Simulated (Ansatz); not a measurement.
Geometry optimisation, Ansatz, RKS B3LYP-D4/cc-pVDZ.

Input:

```yaml
crystal:
  periodic: [false, false, false]
  atoms:
    - { symbol: Al, position_ang: [0.009168, -0.488478, -0.440392] }
    - { symbol: H, position_ang: [0.088495, -0.050752, 2.282934] }
    - { symbol: F, position_ang: [1.458367, 0.341269, -0.677979] }
    - { symbol: H, position_ang: [-1.34548, 0.167167, -0.900266] }
    - { symbol: O, position_ang: [0.134406, -2.094482, 0.2626] }
    - { symbol: H, position_ang: [-0.629429, -2.686534, 0.26458] }
    - { symbol: H, position_ang: [0.068273, -0.71329, 1.997524] }
basis:
  gaussian: { orbitals: cc-pVDZ }
hamiltonian:
  xc: b3lyp
  dispersion: d4
relax:
  f_tol: 0.03
  max_steps: 50
```

Run as:

```bash
$ ansatz run input.yaml --threads 1 --pin off --max-ram 2048MiB --backend cpu --events-out ev --progress --plain --runs-dir out
```

Task: Where does it end, and by what steps?

Result: The run converged. After 10 steps the energy has fallen by 0.108 eV; H2 moved furthest, 0.39 Å.

```
step  energy less start (eV)  largest force component (eV/Å)  accepted
   0                  0.0000                           1.675       yes
   1                 -0.0702                           0.768       yes
   2                 -0.0531                           0.647        no
   3                 -0.0915                           0.365       yes
   4                 -0.0981                           0.159       yes
   5                 -0.1037                           0.253       yes
   6                 -0.1054                           0.207       yes
   7                 -0.1070                           0.110       yes
   8                 -0.1078                           0.045       yes
   9                 -0.1079                           0.058       yes
  10                 -0.1082                           0.024       yes
```

```xyz
7
Properties=species:S:1:pos:R:3
Al 0.000 -0.582 -0.318
H 0.135 0.250 2.044
F 1.452 0.265 -0.471
H -1.347 0.172 -0.620
O 0.137 -2.270 0.017
H -0.627 -2.858 -0.001
H 0.033 -0.502 2.140
```

Whether the end is a true minimum wasn't checked by a vibrational analysis.

Time of the run: 25 s on 1 thread of Arm Neoverse V1, with other jobs on the host, peak memory 0.13 GiB.
